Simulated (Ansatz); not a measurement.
A structure relaxed at PBE0-D4/def2-TZVP, charge 0, multiplicity 1:

```xyz
14

C     0.566   -1.117    1.066
C     0.520    0.205    0.308
C    -0.792    0.926    0.488
C    -1.471    0.855   -0.649
O    -0.820    0.251   -1.674
C     0.528    0.041   -1.220
H    -0.250   -1.770    0.745
H     1.512   -1.638    0.894
H     0.462   -0.956    2.142
H     1.369    0.822    0.619
H    -1.153    1.345    1.415
H    -2.472    1.192   -0.883
H     0.844   -0.950   -1.549
H     1.158    0.796   -1.701
```

Task: Give its formula and SMILES.

Result: C5H8O, `CC1C=COC1`.

Task: Point group (tolerance 0.08 Å, 0.16 Å for H)?

Result: C1.

Task: Summarise the bond lengths by kind.

Result: 4 × C–C 1.327 to 1.538 Å; 8 × C–H 1.079 to 1.095 Å; 2 × C–O 1.356 to 1.438 Å.

Results of the Gaussian-basis code of Ansatz.
